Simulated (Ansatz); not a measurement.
Job for Ansatz (a program for electronic structure): R-CAM-B3LYP/def2-TZVPPD on Cl_anion (SMILES [Cl-]). Charge -1. Files ending in .json are basis or fitting sets from the Basis Set Exchange.

Ansatz 0.2 input:
```yaml
crystal:
  periodic: [false, false, false]
  atoms:
    - {symbol: Cl, position_ang: [0.00000000, 0.00000000, 0.00000000]}
basis:
  gaussian:
    orbitals: def2-TZVPPD.json
hamiltonian:
  xc: {name: CAM-B3LYP}
total_charge: -1
scf: {lower_state_search: off}
```

It printed:

```
Functional definition: CAM-B3LYP
[...]
these checks for a lower state are left out or cut short: stability, starts, cluster_reference, orbital_swaps, neighbouring_geometries, increment
integrals: 0.01 GiB planned
334 factors; their error is unknown
integrals: 0.04 GiB planned
70 factors; integrals over basis functions are off by at most 1.1e-4 eV
mean field: 0.10 GiB planned
mean field evaluation 1: about -12524.0775 eV, gradient 2.5e1 eV
mean field evaluation 2: about -12524.4089 eV, gradient 2.4e1 eV
mean field evaluation 4: about -12525.4041 eV, gradient 4.8e-2 eV
mean field evaluation 8: about -12525.4306 eV, gradient 4.8e-5 eV
mean field -12525.43062125 eV, -460.3010852892 hartree, gradient 2.9e-6 eV, S^2 0.000000; 0 other end points of the search recorded, 0 dependent functions left out
reference -12525.43068961 eV, -460.3010878013 hartree; 9, 9 occupied and 42, 42 virtual orbitals, 334 factors
Total energy: -12525.43068961 eV, -460.3010878013 hartree
Checks for a lower state left out: stability, starts, cluster_reference, orbital_swaps, neighbouring_geometries, increment
```

The calculation finished and met its thresholds.

Cost: around 0.4 core-seconds (rough).
